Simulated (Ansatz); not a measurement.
This geometry of C$_{2}$H$_{3}$O$_{2}$ (7 atoms, charge -1, multiplicity 1) is a first-order saddle point.

The calculation used RKS BLYP/STO-3G in Ansatz.

```xyz
7
Properties=species:S:1:pos:R:3
O -1.390 0.703 0.981
C -0.205 0.203 0.879
C 0.878 0.240 -0.337
O -0.143 -0.437 -1.355
H 0.064 -0.589 1.701
H 0.719 1.331 -0.705
H 0.076 -1.450 -1.162
```

Q: Which two structures does it join? (They come from a converged band through this point; their orientation in space is the band's.)

A: No bond is made or broken. The dihedral O1–C2–C3–O4 goes from 0 to 180°.C2H2O2 + H becomes C2H3O2.

Initial state:

```xyz
7
Properties=species:S:1:pos:R:3
O -1.207 -0.764 0.579
C 0.004 -0.064 0.791
C 0.561 0.368 -0.423
O -0.241 -0.016 -1.522
H 0.407 0.090 1.817
H 1.504 0.940 -0.572
H -1.028 -0.554 -0.670
```

Final state:

```xyz
7
Properties=species:S:1:pos:R:3
O 0.558 0.154 2.098
C 0.041 -0.053 0.913
C 0.456 0.304 -0.396
O -0.326 -0.058 -1.615
H -0.980 -0.648 0.801
H 1.366 0.866 -0.666
H -1.114 -0.565 -1.135
```

Q: How far does it lie above each of them?

A: 2.50 eV above the first and 1.71 eV above the second. This is the barrier of this one path; another mechanism may lie lower. Limits of this set-up: minimal basis, an anion without diffuse functions, the dipole of an ion depends on the origin.

Time of the run: 8.5 min on 1 CPU thread of a shared host.
